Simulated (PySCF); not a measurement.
**How the method changes the constants of LiN**

State: ³Σ⁻ (triplet), unpaired electrons π ↑↑. Set-up: PySCF, no relativity, basis sets Li 6-31G(d,p), N 6-31G(d,p). De refers to Li + N in their high-spin ground configurations, without counterpoise correction. The functionals are run spin-unrestricted. A positive dipole means Li(−)N(+). Levels whose curve was spin-contaminated or gave no clean fit are not listed.

```json
{"Level": "UHF-CCSD", "Re (Å)": "1.922", "ωe (cm⁻¹)": "625", "De (eV)": "0.91", "μ (D)": "n/a"}
{"Level": "LDA", "Re (Å)": "1.898", "ωe (cm⁻¹)": "633", "De (eV)": "1.96", "μ (D)": "-5.35"}
{"Level": "PBE", "Re (Å)": "1.912", "ωe (cm⁻¹)": "625", "De (eV)": "1.76", "μ (D)": "-5.46"}
{"Level": "BP86", "Re (Å)": "1.912", "ωe (cm⁻¹)": "627", "De (eV)": "1.84", "μ (D)": "-5.63"}
{"Level": "r²SCAN", "Re (Å)": "1.922", "ωe (cm⁻¹)": "597", "De (eV)": "1.46", "μ (D)": "-5.77"}
{"Level": "M06-L", "Re (Å)": "1.883", "ωe (cm⁻¹)": "682", "De (eV)": "1.82", "μ (D)": "-6.72"}
{"Level": "PBE0", "Re (Å)": "1.888", "ωe (cm⁻¹)": "667", "De (eV)": "1.47", "μ (D)": "-6.29"}
```

Problem. What does a quarter of exact exchange do here, going from PBE to PBE0?

Solution. PBE0 less PBE: -2.4 pm in Re, +6.7 % in ωe, -0.29 eV in De. Exact exchange removes part of the self-interaction that spreads semilocal densities, and in most molecules shortens and stiffens the bond and lowers De; so it does here.

Problem. What does the step from GGA to meta-GGA do here, going from PBE to r²SCAN?

Solution. r²SCAN less PBE: +1.0 pm in Re, -4.5 % in ωe, -0.30 eV in De. 

Problem. What does the gradient correction do here, going from LDA to PBE?

Solution. PBE less LDA: +1.4 pm in Re, -1.3 % in ωe, -0.20 eV in De. The gradient correction favours the more uneven density of free atoms, so it tends to lengthen bonds and takes away much of the overbinding of LDA; so it does here.

Correlated steps freeze 1 core orbital. Correlated levels converge slowly with the basis: in double zeta they bind strong bonds too weakly, by up to about 1 eV, and carry superposition errors of some tenths. Counting both spins, an empty level lies below a filled one in some of these solutions, because spin and occupation are held. The state was picked by a PBE0 search and need not be the measured ground state.
